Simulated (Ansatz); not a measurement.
## AsH$_{3}$⁺, doublet: the ladder up to full CI

Geometry: a point of a stretch scan, not a stationary point.

```xyz
4

As    0.0163   -0.0275   -0.0254
H     1.4524   -0.0138    0.3967
H    -1.9723    3.3383    1.0994
H    -0.6922   -1.2788    0.3906
```

Basis 6-31G (Cartesian d functions); Ansatz 0.2.0. Correlated methods freeze the noble-gas cores and the filled d shells of p-block atoms, which leaves 7 electrons in 21 orbitals. Prefix R: restricted or restricted open-shell reference. Active spaces: valence = (7e, 7o) chosen from the atoms' valence shells. No spin–orbit coupling is included, and no scalar relativity.

Full CI is exact within this basis and frozen core; it isn't the basis-set limit.

The UHF ⟨S²⟩ is 1.244 and the T1 diagnostic (RCCSD) is 0.0108. The largest doubles amplitude (RCCSD) is 0.109.

Task: From what is known of these methods and the diagnostics, rank them by the size of their error in total energy against full CI in 6-31G, smallest first (an estimate: the text doesn't fix the numbers).
A. RCCSD
B. BCCD(T)
C. RMP2
D. CASSCF (valence space)
E. NEVPT2 (valence space)

Result: B (7 meV), A (24 meV), E (106 meV), D (466 meV), C (565 meV).

All errors are against full CI in 6-31G. Within each family the higher level lies nearer, as is usual though not guaranteed.

The full-CI state has the irrep A' of Cs, in the program's axes.

Natural occupations of full CI about the gap: 1.976 1.962 1.933 1.000 0.048 0.035 0.033 0.005 0.003 0.002; effectively unpaired electrons, Σ n²(2−n)², 1.04.
